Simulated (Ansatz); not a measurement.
## KVF$_{3}$: computed properties

All numbers below come from DFT PBEsol, scalar-relativistic, plane waves, PAW in Ansatz.

Settings: cutoff 420 eV, Γ-centred mesh 10×10×10 on the computed 5-atom cell, Gaussian smearing of 0.02 eV; collinear spin from starting moments 0 2.4 0 0 0 μB.

The structure is relaxed at this level of theory with its symmetry kept. Whether it is the stable form of this composition wasn't checked.

It takes space group Pm-3m (No. 221, cubic). The conventional cell has a = 4.106 Å, b = 4.106 Å, c = 4.106 Å, α = 90.00°, β = 90.00°, γ = 90.00°. K (site symmetry m-3m) is surrounded by 12 F at 2.90 Å. Around V (site symmetry m-3m) lie 6 F at 2.05 Å. Around F (site symmetry 4/mmm) lie 2 V at 2.05 Å.

| Property | Result |
| --- | --- |
| Volume per atom | 13.85 Å³ |
| Formation energy from the elements' standard states (uncorrected) | -2.589 eV/atom |
| Kohn–Sham band gap | 0.58 eV, indirect from R to Γ |
| Löwdin character of the top 1 eV of the valence band | V 3d 91 %, F 2p 8 % |
| Löwdin character of the lowest 1 eV of the conduction band | V 3d 80 % (semilocal functionals without a Hubbard U place empty 3d levels too low) |
| Electron masses at the edge by Cartesian direction of the standard setting (m_e; degenerate bands sorted by energy; no spin-orbit coupling) | x: 0.55, 20, 0.60; y: 0.55, 20, 0.60; z: 0.55, 20, 0.60 |
| Hole masses at the edge by Cartesian direction of the standard setting (m_e; degenerate bands sorted by energy; no spin-orbit coupling) | x: over 30, 1.5, 1.5; y: over 30, 1.5, 1.5; z: over 30, 1.5, 1.5 |
| Bulk modulus | 78 GPa |
| Its pressure derivative | 4.9 |
| Bader charges (e) | K (1 in the cell) 0.88, V (1 in the cell) 1.54, F (3 in the cell) -0.81 |
| Total moment | 3.00 μB per cell |
| Site moments (μB; atoms counted from 1 over the whole cell) | V (atom 2) 2.18 |

Only this magnetic start was tried.

Symmetry holds off the tilts and polar distortions that many cubic perovskites undergo.

Cost: 8 runs of about 4 core-minutes in all, on Arm Neoverse V2 (shared hosts).